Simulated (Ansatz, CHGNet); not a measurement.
Lattice parameter a (Å) along a series of related solids, from the machine-learned potential CHGNet-r²SCAN (trained on r²SCAN data); rVV10 in Ansatz (PAW); r²SCAN (Ansatz, an electronic-structure program, plane waves, PAW).

| solid | CHGNet-r²SCAN | rVV10 | r²SCAN | measured |
|---|---|---|---|---|
| zinc-blende GaN (metastable phase) | 4.503 | 4.571 | 4.498 | 4.5‡ |
| zinc-blende GaP | 5.458 | 5.525 | 5.451 | 5.439 |
| zinc-blende GaAs | 5.667 | 5.779 | 5.667 | 5.64 |
| zinc-blende GaSb | 6.124 | 6.243 | 6.132 | 6.096‡ |

r²SCAN less measured, from the printed values: zinc-blende GaN (metastable phase) -0.04 %, zinc-blende GaP +0.22 %, zinc-blende GaAs +0.48 %, zinc-blende GaSb +0.59 %.

Members of the series are missing where a level wasn't run or failed, where a doubt is noted on the run or the magnetic state, for phases of high temperature or layered ones, and where values are held back for tests.

Spin–orbit coupling is left out, also for the solids with elements from indium on (zinc-blende GaSb); its size isn't shown.

Caveats: the gap of the solid is closed in this run (rVV10: zinc-blende GaAs, zinc-blende GaSb). Ansatz's density-functional and Hartree–Fock values are scalar-relativistic unless marked +SOC, with PAW data made under PBE.

Measured values are for low temperature or corrected to a static lattice; ‡ marks uncorrected values at room or unstated temperature. References as tabulated in Vurgaftman et al. (2001), doi:10.1063/1.1368156; Mejia-Rodriguez and Trickey (2018), arXiv:1807.09216.

Machine-learned potentials (CHGNet-r²SCAN) are trained on DFT data: a solid inside that data is no test of them.
